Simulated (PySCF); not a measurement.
Compound: C₄H₁₀N (charge +1).
Structure used (GFN2-xTB), in Å, numbered top down from 1:
```xyz
15
C4H10N angstrom
C     -0.8086    1.5547   -0.1151
N     -0.5530    0.3489    0.1747
C     -1.5014   -0.7109   -0.0146
C      0.7451   -0.0543    0.6832
C      1.6636   -0.4691   -0.4670
H     -1.7629    1.8410   -0.5350
H     -0.0746    2.3311    0.0529
H     -1.0441   -1.5254   -0.5775
H     -2.3892   -0.3646   -0.5400
H     -1.7986   -1.1118    0.9572
H      1.1979    0.7783    1.2243
H      0.6095   -0.8926    1.3683
H      2.6299   -0.7512   -0.0600
H      1.8135    0.3548   -1.1598
H      1.2685   -1.3210   -1.0134
```

Level of theory: TDDFT wB97X-D/def2-SVPD, vertical, gas phase, core orbitals frozen in the response in PySCF 2.14.0, density-fitted response routines.

Each state is given a Gaussian of 0.3 eV full width at half maximum, with ε(max) = 2.175×10⁸ f / Δν̃ (Δν̃ the width in cm⁻¹). The width is an assumption, not a result. The curve ends short of the highest state used, and states not computed would add to its high-energy end.

(λ (nm), ε (L mol⁻¹ cm⁻¹)): (129.1, 85), (130.2, 128), (131.4, 127), (132.5, 84), (133.6, 39), (134.7, 13), (135.9, 10), (137.0, 47), (138.1, 201), (139.2, 618), (140.4, 1464), (141.5, 2353), (142.6, 2870), (143.7, 2828), (144.9, 2695), (146.0, 3284), (147.1, 4765), (148.2, 6469), (149.4, 7410), (150.5, 6950), (151.6, 5590), (152.7, 3983), (153.9, 2462), (155.0, 1432), (156.1, 746), (157.2, 345), (158.4, 144), (159.5, 111), (160.6, 208), (161.7, 506), (162.9, 1272), (164.0, 2700), (165.1, 5136), (166.2, 8625), (167.4, 13040), (168.5, 16504), (169.6, 18230), (170.7, 17646), (171.9, 14802), (173.0, 11292), (174.1, 8055), (175.2, 5741), (176.4, 4347), (177.5, 3759), (178.6, 3411), (179.7, 3021), (180.9, 2444), (182.0, 1834), (183.1, 1252), (184.2, 778), (185.4, 417), (186.5, 214), (187.6, 101), (188.7, 44), (189.9, 16), (191.0, 6)

**Question.** Where are the band maxima, and which computed states make them?

**Answer.** 170 nm (7.30 eV), ε about 18000, made up of S2 (99%); 150 nm (8.29 eV), ε about 7400, made up of S5 (90%); 143 nm (8.67 eV), ε about 2900, made up of S6 (96%); 131 nm (9.48 eV), ε about 130, made up of S7 (100%) (ε in L mol⁻¹ cm⁻¹; maxima over ε = 5, shares over 10%). The states used: S1 6.94 eV (f 0.034); S2 7.30 eV (f 0.201); S3 7.49 eV (f 0.0068); S4 8.12 eV (f 0.019); S5 8.31 eV (f 0.075); S6 8.69 eV (f 0.031); S7 9.48 eV (f 0.0015); S8 10.20 eV (f 0.0032).

**Question.** Coming from long wavelengths, where does ε first pass 100 L mol⁻¹ cm⁻¹?

**Answer.** At about 188 nm (6.61 eV), 0.33 eV below S1.

**Question.** What would ε be at 7.30 eV, the highest of these maxima, with half the width (0.15 eV)?

**Answer.** About 36100 L mol⁻¹ cm⁻¹ against 18300, a factor of about 1.97; a lone state at its own centre would give exactly 2.

One conformer stands for the species.
